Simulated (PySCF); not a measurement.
Structure problem from calculated spectra and properties.

Elements present: C and H. Monoisotopic mass: 86.1096 u.

- Couplings: largest of the computed one-bond spin–spin couplings (means over like bonds): 13C–1H +131.9 (×2), 13C–1H +130.9 (×12), 13C–13C +34.8, 13C–13C +34.5 (×4) Hz [B3LYP/pcJ-1, spin–dipole term left out]
- Dipole: 0.14 D [CAM-B3LYP/def2-SVPD]
- Rotational structure: rotational constants A, B, C: 4.308, 2.571, 2.264 GHz [GFN2-xTB]
- 1H NMR: chemical shifts (computed TMS as zero) by class: 1.46 (2 H), 0.91 (12 H) ppm [GIAO PBE0/pcSseg-1]
- 13C NMR: chemical shifts (computed TMS as zero) by class: 37.0 (2 C), 20.2 (4 C) ppm [GIAO PBE0/pcSseg-1]
- UV, first state: lowest singlet excitation: 8.56 eV (145 nm, f = 0.005) [TDDFT CAM-B3LYP/def2-SVPD]
- Triplet: lowest triplet excitation (Tamm–Dancoff): 8.36 eV [TDA CAM-B3LYP/def2-SVPD]

Electronic properties: PySCF, gas phase, density fitting. Levels stand in brackets. The structure is a single GFN2-xTB conformer in the gas phase; no vibrational or solvent corrections. NMR classes are plain means over equivalent atoms (diastereotopic ones count apart unless rotation or inversion swaps them), as if these changed places fast.

Task: Which formula fits the mass and the elements?

Result: C6H14 (calculated 86.1096). No other formula that holds each of these elements comes within 0.0003 u with a fitting electron parity and a possible valence count.

Task: Give a SMILES that accounts for the data.

Result: Numbering: `[CH3:1][CH:2]([CH3:3])[CH:4]([CH3:5])[CH3:6]`. Its formula, C6H14, gives 0 degrees of unsaturation, so no ring and no π bond. 6 carbons fall into 2 classes; from least to most shielded: sp3 CH carbon [C2/C4] (37.0 ppm, 2 C), methyl carbon [C1/C3/C5/C6] (20.2 ppm, 4 C, up to 9.2 ppm apart in this geometry). Hydrogen classes from least to most shielded: 2 H on 2 sp3 CH carbons, C2/C4 (1.46 ppm), 12 H on 4 methyl carbons, C1/C3/C5/C6 (0.91 ppm, a mean of values up to 0.6 ppm apart in this geometry). The couplings run between: +131.9 Hz, sp3 CH carbon [C2] and its hydrogen (with 1 like pair); +130.9 Hz, methyl carbon [C1] and its hydrogen (with 11 like pairs); +34.8 Hz, sp3 CH carbon [C2] and sp3 CH carbon [C4]; +34.5 Hz, methyl carbon [C1] and sp3 CH carbon [C2] (with 3 like pairs). The optimised geometry has point group C2 and is an asymmetric top. Structure: `CC(C)C(C)C` (2,3-dimethylbutane). Computed isomers that give other values at the same levels: `CCC(C)(C)C` (13C chemical shifts (computed TMS as zero) by class: 40.4 (1 C), 32.3 (1 C), 30.7 (3 C), 10.9 (1 C) ppm); `CCCCCC` (rotational constant A: 14.549 GHz; this holds for the one conformer computed); `CCCC(C)C` (13C chemical shifts (computed TMS as zero) by class: 46.0 (1 C), 33.4 (1 C), 26.2 (1 C), 25.1 (2 C), 17.5 (1 C) ppm). The assignments are read from this structure; whether some other isomer fits the data as well wasn't checked.

Conformer computed: `[CH3:1][CH:2]([CH3:3])[CH:4]([CH3:5])[CH3:6]`: C1–C2–C4–C5 -56°.
